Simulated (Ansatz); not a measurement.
**BFHNa (SMILES F[BH][Na]): functionals against CCSD(T) at one geometry**

How do the functionals fare away from a minimum? The structure is a structure displaced at random from a GFN2-xTB minimum.

Computed with Ansatz 0.2.0, Gaussian basis. Level: single points in def2-TZVPP.

Correlated methods freeze the cores. The outer core shell of Li, Na, Mg and K is correlated.

## (1) The system as given

SMILES `F[BH][Na]`, 4 atoms, charge 0, spin multiplicity 1.

Atoms are counted from 1 here; the program's logs count them from 0.

Bond lengths: F1–B2 1.335 Å, B2–Na3 2.440 Å, B2–H4 1.248 Å. Angles: F1–B2–Na3 104.4°, F1–B2–H4 111.4°, Na3–B2–H4 143.1°.

Geometry (Å):

```xyz
4

F    -0.04880    0.91970   -0.94000
B    -0.24550    0.11260    0.10450
Na    1.88640   -1.03850    0.39180
H    -1.44610    0.09010    0.44380
```

## (2) CCSD(T)/def2-TZVPP

run/in.yaml reads:

```yaml
crystal:
  periodic: [false, false, false]
  atoms:
    - {symbol: F, position_ang: [-0.048800, 0.919700, -0.940000]}
    - {symbol: B, position_ang: [-0.245500, 0.112600, 0.104500]}
    - {symbol: Na, position_ang: [1.886400, -1.038500, 0.391800]}
    - {symbol: H, position_ang: [-1.446100, 0.090100, 0.443800]}
basis:
  gaussian: {orbitals: def2-TZVPP}
correlation: {method: ccsd_t}
output: {forces: true}
```

No record of the launch command was kept for these runs.

## (3) PBE0-D4/def2-TZVPP

run/in.yaml: that of step 2 with these lines changed.

```diff
@@ -9,3 +9,3 @@
   gaussian: {orbitals: def2-TZVPP}
-correlation: {method: ccsd_t}
-output: {forces: true}
+hamiltonian: {xc: pbe0, dispersion: d4}
+output: {forces: true, orbitals: {seedname: orbitals}}
```

## (4) wB97M-V/def2-TZVPP

run/in.yaml: that of step 3 with these lines changed.

```diff
@@ -9,3 +9,3 @@
   gaussian: {orbitals: def2-TZVPP}
-hamiltonian: {xc: pbe0, dispersion: d4}
-output: {forces: true, orbitals: {seedname: orbitals}}
+hamiltonian: {xc: {name: wB97M-V}}
+output: {forces: true}
```

## (5) r2SCAN-D4/def2-TZVPP

run/in.yaml: that of step 4 with these lines changed.

```diff
@@ -9,3 +9,3 @@
   gaussian: {orbitals: def2-TZVPP}
-hamiltonian: {xc: {name: wB97M-V}}
+hamiltonian: {xc: r2scan, dispersion: d4}
 output: {forces: true}
```

## (6) PBE-D4/def2-TZVPP

run/in.yaml: that of step 5 with these lines changed.

```diff
@@ -9,3 +9,3 @@
   gaussian: {orbitals: def2-TZVPP}
-hamiltonian: {xc: r2scan, dispersion: d4}
+hamiltonian: {xc: pbe, dispersion: d4}
 output: {forces: true}
```

## (7) r2SCAN0-D4/def2-TZVPP

run/in.yaml: that of step 6 with these lines changed.

```diff
@@ -9,3 +9,3 @@
   gaussian: {orbitals: def2-TZVPP}
-hamiltonian: {xc: pbe, dispersion: d4}
+hamiltonian: {xc: {name: r2SCAN0}, dispersion: d4}
 output: {forces: true}
```

## (8) BHLYP-D4/def2-TZVPP

run/in.yaml: that of step 7 with these lines changed.

```diff
@@ -9,3 +9,3 @@
   gaussian: {orbitals: def2-TZVPP}
-hamiltonian: {xc: {name: r2SCAN0}, dispersion: d4}
+hamiltonian: {xc: {name: BHLYP}, dispersion: d4}
 output: {forces: true}
```

(Steps that only read results are left out.)

**Question.** What will these runs give? Wanted: energy less free atoms, CCSD(T)/def2-TZVPP; RMS force component; RMS force error; HOMO and LUMO, PBE0-D4; T1 diagnostic.

The runs gave:

| quantity | value |
| --- | --- |
| energy less free atoms, CCSD(T)/def2-TZVPP | -1077.8 kJ/mol |
| RMS force component | 0.306 to 0.435 eV/Å over the methods |
| RMS force error | PBE0-D4 0.164, wB97M-V 0.050, r2SCAN-D4 0.099, PBE-D4 0.087, r2SCAN0-D4 0.189, BHLYP-D4 0.252 eV/Å |
| HOMO and LUMO, PBE0-D4 | -4.50 and -1.27 eV |
| T1 diagnostic | 0.013 |

What this shows: Against CCSD(T) the functionals' energies less atoms differ by -68.0 to +9.7 kJ/mol, PBE-D4 by -68.0 kJ/mol. The reference is not at the basis limit: in triple zeta CCSD(T) underbinds, which counts against methods that bind more; the gaps are no ranking. On forces the order runs from wB97M-V to BHLYP-D4. Frozen-core CCSD(T) forces in triple zeta carry basis errors of their own, and this is one geometry, so small gaps rank nothing. The restricted Hartree–Fock reference is unstable towards an unrestricted one at one or more of these structures.
